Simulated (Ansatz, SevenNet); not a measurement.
For zinc-blende AlN (metastable phase), the machine-learned potential SevenNet-0 (trained on PBE and PBE+U data) gives:

lattice constant a: 4.400 Å
bulk modulus: 201 GPa
TO(Γ) frequency: 581 cm⁻¹
elastic constant C11: 269 GPa
elastic constant C44: 151 GPa
polycrystal shear modulus: 97.3 GPa

Q: What does HSE06 (Ansatz, a program for electronic structure, plane waves, PAW) give for the same quantities?

A: 
- lattice constant a: 4.365 Å (falls by 0.8 %)
- bulk modulus: 212 GPa (goes up by 5.5 %)
- zone-centre TO phonon frequency: 665 cm⁻¹ (rises by 14 %)
- elastic constant C11: 307 GPa (rises by 14 %)
- elastic constant C44: 195 GPa (increases by 29 %)
- Voigt–Reuss–Hill shear modulus: 130 GPa (grows by 34 %)

Changes are worked out from the printed values.

Unless a cell is named, each level is at its own relaxed cell (SevenNet-0 10.65, HSE06 10.40 Å³/atom).

Ansatz's density-functional and Hartree–Fock values are scalar-relativistic unless marked +SOC, with PAW data made under PBE.
